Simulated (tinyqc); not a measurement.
Inside a calculation. Method: Born-Oppenheimer dynamics on the UHF/sto-3g surface (energies and gradients from PySCF), for H2O+, spin multiplicity 2. Computed by tinyqc, a small Python program that keeps every step (integrals from PySCF). Settings: charge = 1, multiplicity = 2, basis = sto-3g, time step (fs) = 0.2, steps = 16. Command: `OMP_NUM_THREADS=1 python tinyqc.py 27757 27758 out.jsonl` (the two numbers bound the seeds that draw the settings). One thread of a shared host (Intel(R) Xeon(R) Processor @ 2.60GHz), about 1 s of CPU time with the checks.

positions (bohr):
```
            x          y          z
1O  -0.041574   0.054802  -0.058582
2H   0.060471   1.568473   0.995886
3H  -0.024566  -1.577921   1.063916
```

The total energy should stay constant up to terms of order dt^2; the step counts as short enough if it moves by less than 2 % of the largest kinetic energy.

Trajectory:
```
time (fs)  1O-2H (angstrom)  potential (hartree)  kinetic (hartree)  total (hartree)
0.000000           0.977692         -74.66625853         0.00005242     -74.66620611
0.200000           0.977989         -74.66628243         0.00007613     -74.66620630
0.400000           0.979659         -74.66648299         0.00027524     -74.66620776
0.600000           0.982653         -74.66683719         0.00062694     -74.66621024
0.800000           0.986885         -74.66730544         0.00109203     -74.66621341
1.000000           0.992238         -74.66783719         0.00162035     -74.66621683
1.200000           0.998566         -74.66837742         0.00215734     -74.66622009
1.400000           1.005702         -74.66887332         0.00265050     -74.66622282
1.600000           1.013465         -74.66927978         0.00305497     -74.66622480
1.800000           1.021666         -74.66956328         0.00333737     -74.66622591
2.000000           1.030115         -74.66970402         0.00347789     -74.66622612
2.200000           1.038624         -74.66969617         0.00347063     -74.66622553
2.400000           1.047013         -74.66954680         0.00332252     -74.66622428
2.600000           1.055114         -74.66927383         0.00305131     -74.66622252
2.800000           1.062772         -74.66890340         0.00268296     -74.66622045
3.000000           1.069846         -74.66846713         0.00224891     -74.66621822
3.200000           1.076214         -74.66799935         0.00178334     -74.66621601
```

Is the time step short enough?

Yes. The total energy moves within 2.0e-05 hartree, under 2 % of the largest kinetic energy.
